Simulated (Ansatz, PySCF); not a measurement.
Barrier height from H + C2H4 (SMILES C=C) to the transition structure C2H5, without zero-point energy, on the benchmark's geometries as Psi4's copy of the set gives them.
Transition structure (charge 0, multiplicity 2, Z-matrix in Å and degrees):
```
C
C 1 1.3446
H 2 1.0809 1 121.40
H 2 1.0809 3 117.15 1 177.22
H 1 1.0809 2 121.25 3 -6.58
H 1 1.0809 5 116.76 2 170.17
H 1 1.9805 5 85.65 6 82.92
```
Reactant (charge 0, multiplicity 1):
```
atom   x (Å)    y (Å)    z (Å)
----  ------  -------  -------
C     0.0000   0.0000   0.6656
C     0.0000   0.0000  -0.6656
H     0.0000   0.9215   1.2317
H     0.0000  -0.9215   1.2317
H     0.0000   0.9215  -1.2317
H     0.0000  -0.9215  -1.2317
```

Open shells are unrestricted; no spin–orbit coupling.

Run with Ansatz (a program for electronic structure) with Gaussian orbitals; PySCF for M06-2X. Each number belongs to the level named beside it.

### Question
One of these levels gives 2.81 kcal/mol for the barrier height. Name it.
(A) M06-2X/def2-TZVPPD
(B) SVWN5/def2-TZVPPD
(C) PBE/def2-TZVPPD
(D) HF/aug-cc-pVTZ

### Answer
A, M06-2X/def2-TZVPPD. The others give 4.02 (HF/aug-cc-pVTZ), -5.52 (SVWN5/def2-TZVPPD), -0.22 (PBE/def2-TZVPPD)

Doubts at one or more of the structures used: a spin-contaminated determinant (HF/aug-cc-pVTZ).
